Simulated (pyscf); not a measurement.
`[SiH3][SiH]([SiH3])[GeH]([SiH3])[SiH3]` → `[SiH3][Ge][Si]([SiH3])([SiH3])[SiH3]` [singlet] + `[H][H]` (multi-bond step; singlet surface; H–Si, Ge–Si, Ge–H broken, Si–Si, H–H formed). PySCF, gas phase, ωB97X-D3(BJ)/def2-SVP geometries. Energies in kcal/mol from the reactant's lowest minimum found.

```json
[
 {"level": "ωB97X-D3(BJ)/def2-TZVP", "barrier": "66.2", "reaction energy": "+37.8"},
 {"level": "r²SCAN/def2-TZVP", "barrier": "60.3", "reaction energy": "+37.6"},
 {"level": "B3LYP-D3(BJ)/def2-TZVP", "barrier": "62.5", "reaction energy": "+35.5"},
 {"level": "PBE0-D3(BJ)/def2-TZVP", "barrier": "60.0", "reaction energy": "+36.9"},
 {"level": "ωB97M-D3(BJ)/def2-TZVP", "barrier": "63.5", "reaction energy": "+36.9"},
 {"level": "HF/def2-TZVP", "barrier": "90.3", "reaction energy": "+49.4"}
]
```

The functionals in the table span 6.1 kcal/mol in this barrier, from PBE0-D3(BJ) to ωB97X-D3(BJ). On the product side the descent ends in an adduct with a Ge–Si contact (not fully relaxed), 1.4 kcal/mol under the separated species and 29.8 kcal/mol under the saddle at ωB97X-D3(BJ)/def2-TZVP. What is counted as broken (Ge–Si) persists as a longer contact in the product adduct; parting that adduct is a step of its own. At the saddle there is also a short H–Si contact that neither side keeps. One saddle was located; it need not be the lowest between these sides. Elements up to Kr have no core potential and no relativistic terms here.
